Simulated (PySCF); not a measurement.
Molecule: SMILES [C+](C(=C)C)(C)C, [C$_{6}$H$_{11}$]+.

Molfile (atoms numbered from 1):
```
C6H11
     RDKit          3D

 17 16  0  0  0  0  0  0  0  0999 V2000
    1.6004   -1.1279   -0.0909 C   0  0  0  0  0  0  0  0  0  0  0  0
    0.9601    0.0779   -0.1130 C   0  0  0  0  0  0  0  0  0  0  0  0
    1.6729    1.3227   -0.5573 C   0  0  0  0  0  0  0  0  0  0  0  0
   -0.4083    0.1468    0.3175 C   0  0  0  0  0  0  0  0  0  0  0  0
   -1.0729    1.4565    0.3349 C   0  0  0  0  0  0  0  0  0  0  0  0
   -1.2145   -1.0059    0.7373 C   0  0  0  0  0  0  0  0  0  0  0  0
    2.6492   -1.2038   -0.3946 H   0  0  0  0  0  0  0  0  0  0  0  0
    1.1211   -2.0545    0.2299 H   0  0  0  0  0  0  0  0  0  0  0  0
    2.6860    1.0891   -0.9068 H   0  0  0  0  0  0  0  0  0  0  0  0
    1.7637    2.0494    0.2650 H   0  0  0  0  0  0  0  0  0  0  0  0
    1.1414    1.8212   -1.3818 H   0  0  0  0  0  0  0  0  0  0  0  0
   -1.1580    1.8084   -0.7133 H   0  0  0  0  0  0  0  0  0  0  0  0
   -2.0729    1.4358    0.7828 H   0  0  0  0  0  0  0  0  0  0  0  0
   -0.4414    2.2167    0.8247 H   0  0  0  0  0  0  0  0  0  0  0  0
   -1.5258   -0.8364    1.7860 H   0  0  0  0  0  0  0  0  0  0  0  0
   -0.7491   -1.9908    0.6505 H   0  0  0  0  0  0  0  0  0  0  0  0
   -2.1645   -0.9933    0.1724 H   0  0  0  0  0  0  0  0  0  0  0  0
  1  2  2  0
  2  3  1  0
  2  4  1  0
  4  5  1  0
  4  6  1  0
  1  7  1  0
  1  8  1  0
  3  9  1  0
  3 10  1  0
  3 11  1  0
  5 12  1  0
  5 13  1  0
  5 14  1  0
  6 15  1  0
  6 16  1  0
  6 17  1  0
M  CHG  1   4   1
M  END
```

Geometry PBE0-D3(BJ)/def2-SVP throughout; GIAO in PySCF, gas phase, one conformer, non-relativistic; equivalent atoms averaged; functional PBE0.

Problem. How do the shifts δ (against TMS at the same level) depend on the basis set? (ppm; last column core-seconds on shared hosts with different chips, so compare them loosely)

Solution. 
```csv
basis set,functions,C4,C1,C2,C5/C6,C3,H8,H7,H12/H13/H14/H15/H16/H17,H9/H10/H11,core-s
STO-3G,41,217.5,153.8,129.9,38.0,26.2,9.24,8.91,3.86,2.77,1.9
6-31G,76,257.2,176.4,150.1,38.2,21.1,9.07,8.59,3.76,2.73,3.8
6-31G*,106,255.7,174.8,146.3,36.2,19.4,8.63,8.18,3.40,2.45,5.3
def2-SVP,139,262.7,180.2,151.1,36.5,19.0,8.67,8.10,3.35,2.35,7
pcSseg-1,157,275.5,189.2,158.7,39.8,20.9,8.85,8.31,3.50,2.53,16
"6-311+G(2d,p)",228,272.2,185.0,157.5,38.7,20.2,8.80,8.19,3.45,2.44,14
def2-TZVP,252,277.0,187.2,159.7,39.8,21.0,8.82,8.19,3.48,2.47,18
```

Problem. Which nucleus moves most, in ppm?

Solution. C4 (carbocation centre): from 217.5 ppm with STO-3G to 277.0 ppm with def2-TZVP. The smallest spread is 0.42 ppm, at H9/H10/H11. Proton shifts span only some 12 ppm, so a few tenths of a ppm matter as much there as several ppm in carbon.

Problem. Taking the largest basis, def2-TZVP (252 functions), as the yardstick, rank the others by their worst heavy-atom deviation.

Solution. pcSseg-1 2.0 ppm (157 functions), 6-311+G(2d,p) 4.8 ppm (228 functions), def2-SVP 14.3 ppm (139 functions), 6-31G 19.8 ppm (76 functions), 6-31G* 21.3 ppm (106 functions), STO-3G 59.5 ppm (41 functions).

A small basis that lands close on one nucleus may do so by chance; judge by the trend and by all nuclei.
